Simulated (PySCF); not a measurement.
System (SMILES): C (CH4).
Geometry (B3LYP-D3(BJ)/def2-TZVP, fixed):
```xyz
5

C      0.0000     0.0000     0.0000
H      0.6205     0.6269     0.6390
H     -0.6429    -0.6249     0.6185
H      0.6369    -0.6328    -0.6166
H     -0.6146     0.6308    -0.6409
```
Charge 0, spin multiplicity 1.

Basis-set convergence of the isotropic shielding of H2 at PBE0 with PySCF. GIAO, no density fitting; atoms are numbered in the order shown. All functions are spherical. Core-valence sets carry the plain set on hydrogen. No added dispersion term, no relativity. Reference: the value in pcseg-3, 31.30 ppm, itself unsure by roughly 0.02 ppm (its distance from pcSseg-2). Deviations are taken from unrounded values.

```csv
basis,functions,isotropic shielding of H2 (ppm),minus reference (ppm)
STO-3G,9,32.33,1.03
6-31G,17,32.45,1.14
6-31G*,22,31.97,0.67
6-31+G*,26,31.94,0.64
6-31G**,34,31.49,0.19
def2-SVP,34,31.41,0.10
pcSseg-1,37,31.24,-0.06
6-311G**,42,31.68,0.37
def2-SVPD,52,31.48,0.18
def2-TZVP,55,31.60,0.30
cc-pVTZ,86,31.39,0.09
pcseg-2,86,31.37,0.07
def2-TZVPP,87,31.37,0.07
pcSseg-2,92,31.33,0.02
cc-pCVTZ,99,31.39,0.09
def2-TZVPPD,105,31.37,0.07
"6-311++G(3df,3pd)",111,31.33,0.03
aug-pcseg-2,138,31.37,0.07
```
